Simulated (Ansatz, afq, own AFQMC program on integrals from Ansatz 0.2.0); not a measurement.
Integrals from Ansatz 0.2.0, then the random walk in our own AFQMC program (afq).

```yaml
crystal:
  periodic: [false, false, false]
  atoms:
    - {symbol: Si, position_ang: [-0.022731, 0.022673, 0.022574]}
    - {symbol: H, position_ang: [0.841942, 0.890796, 0.892029]}
    - {symbol: H, position_ang: [-0.892705, -0.844229, 0.887949]}
    - {symbol: H, position_ang: [-0.887587, 0.889388, -0.848102]}
    - {symbol: H, position_ang: [1.571732, -1.567719, -1.560888]}
basis:
  gaussian: {orbitals: "6-31++G**"}
total_charge: -1
magnetization: {spin_polarized: true, initial_magnetization: 1}
correlation: {method: ccsd_t, electrons: outside_noble_gas, hamiltonian_folder: ham}
```

```sh
$ ansatz run in.yaml --threads 1 --pin off --events-out ev --progress --plain --max-ram 1382MiB
```

Options of the walk:

```
--method phaseless --trial hf --walkers 120 --populations 1 --least-time 40 --time-step 0.005 --steps-per-block 20 --equilibration-blocks 160 --max-blocks 600 --target-error 0.00216 --factor-cut 1e-05 --start spin_pure --seed 6638 --taylor-order 6
```

Times are imaginary, in 1/Eh. The walk had a cap of 1558 s.

Output of the walk:

```
orbitals 42  electrons 5 4  factors 316 of 415
reference energy -291.11631346 Eh
CCSD correlation -0.14392987 Eh in 16 cycles, weight of the determinant in the CISD state 0.8799
energy of the start -291.116951 Eh
 block  time / (1/Eh)  mean weight  energy / Eh
     1     0.100  1.0005  -291.142764
     2     0.200  1.0015  -291.160400
     3     0.300  0.9998  -291.174391
     4     0.400  1.0007  -291.186724
     5     0.500  1.0008  -291.198442
     9     0.900  1.0004  -291.236099
    43     4.300  1.0002  -291.256890
    85     8.500  0.9990  -291.282464
    99     9.900  0.9986  -291.263625
   155    15.500  0.9988  -291.255646
   183    18.300  0.9999  -291.247750
   211    21.100  0.9986  -291.263805
   267    26.700  0.9993  -291.267297
   323    32.300  0.9988  -291.262526
   379    37.900  1.0005  -291.267959
   435    43.500  1.0011  -291.279167
   491    49.100  0.9997  -291.257287
   547    54.700  1.0018  -291.260820
blocks merged  error / Eh  count
     1  0.000458  400
     2  0.000619  200
     4  0.000824  100
     8  0.001080  50
    16  0.001359  25
    32  0.001562  12
energy -291.262873 +/- 0.001359 Eh
(rows thinned)
```

The run failed at least one of its tests; the cautions name the faults.

Against this walk (error 37.0 meV) on the same determinant: CCSD(T) 21.8 meV lower (within the noise), CCSDT(Q) 50.1 meV lower (within the noise), a separate phaseless walk with a CISD trial and standard settings 19.4 ± 37.5 meV lower (within the noise). The error is statistical and leaves out the bias of the constraint.

Cautions: constraint bias not in the error; error not settled; unrestricted determinant slightly spin contaminated (⟨S²⟩ 0.82 against 0.75).

The walk took 4.8 min on 1 thread of Intel(R) Xeon(R) Platinum 8375C CPU @ 2.90GHz (Ice Lake) (shared host). The log's last line is the phaseless energy.

CCSDT and higher add their correlation energy to the determinant of the CCSD(T) run, since their own runs factorise the integrals more tightly (a shift of under 2 meV). A walk keeps the symmetry of its determinant, which the program's search chose and which needn't be the lowest solution, so a lower state of the same spin and another symmetry isn't excluded.
